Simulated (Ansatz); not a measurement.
# B₂+ (sextet): from Hartree-Fock to the top rungs, cc-pVQZ

An exercise on one series of results from a longer session: the logs are not shown, and one member is left open.

The runs use Ansatz 0.2.0, Gaussian basis; cc-pVQZ, core rule «outside noble gas», up to 2 orbitals frozen.

To be run: UHF; CCSD(T) on ROHF; CCSD(T) on UHF; BCCD(T) on ROHF; CCSDT(Q) on ROHF; CCSDT(Q) on UHF; CASSCF and MRCISD+Q, 5 electrons in 8 orbitals; CASSCF and MRCISD+Q(relaxed), 5 electrons in 8 orbitals; CASSCF and NEVPT2, 5 electrons in 8 orbitals.

5 further runs of the same task are left out: 2 that didn't finish, 3 set aside as unsound or not needed.

## The geometry

The geometry is a PBE0/def2-TZVP stationary point (not a proven minimum) of the parent state, kept for this charge and spin.

2 atoms, charge 1, spin multiplicity 6.

Atoms are counted from 1 here; the program's logs count them from 0.

Bond lengths: B1–B2 1.628 Å.

Set-up of the first run:

File in.yaml:

```yaml
crystal:
  periodic: [false, false, false]
  atoms:
    - {symbol: B, position_ang: [0.000000, 0.000000, 0.000000]}
    - {symbol: B, position_ang: [0.000000, 0.000000, 1.628200]}
basis:
  gaussian: {orbitals: cc-pVQZ}
total_charge: 1
magnetization: {spin_polarized: true, initial_magnetization: 5}
hamiltonian: {xc: hf}
output: {orbitals: {seedname: orbitals}}
```

On the command line:

```
> ansatz run in.yaml --threads 1 --pin off --events-out ev --progress --plain --max-ram 2816MiB --backend cpu
```

Steps of the session up to this table: UHF; CCSD(T) on ROHF; CCSD(T) on UHF; BCCD(T) on ROHF; CCSDT(Q) on ROHF; CCSDT(Q) on UHF; CASSCF and MRCISD+Q, 5 electrons in 8 orbitals; CASSCF and MRCISD+Q(relaxed), 5 electrons in 8 orbitals; CASSCF and NEVPT2, 5 electrons in 8 orbitals.

One table of the session follows, with a row left open; its other results are not shown here.

It belongs to the step «Misses and costs». 

```
                   method  from UCCSDT(Q) (kJ/mol)
                     ROHF                   +148.1
                      UHF                   +148.0
                     RMP2                    +41.1
                     UMP2                    +41.0
                    RCCSD                     +5.1
                    UCCSD                     +5.0
                 RCCSD(T)                     +1.2
                 UCCSD(T)                        ?
                  BCCD(T)                     +1.3
                   RCCSDT                     +0.2
                   UCCSDT                     +0.1
                RCCSDT(Q)                     +0.1
                UCCSDT(Q)                        0
           CASSCF valence                    +81.6
           NEVPT2 valence                    +22.5
           MRCISD valence                     +1.5
         MRCISD+Q valence                     +0.1
MRCISD+Q(relaxed) valence                     -0.1
```

**Question.** Estimate the row for UCCSD(T).

**Answer.** from UCCSDT(Q) (kJ/mol): +1.1. In the column «from UCCSDT(Q) (kJ/mol)» it lies between RCCSDT (+0.2) and RCCSD(T) (+1.2).

Limits of these values: Restricted and unrestricted rows rest on different reference determinants; where their highest levels disagree by more than a few hundredths of an eV, they describe different states and don't form one ladder.
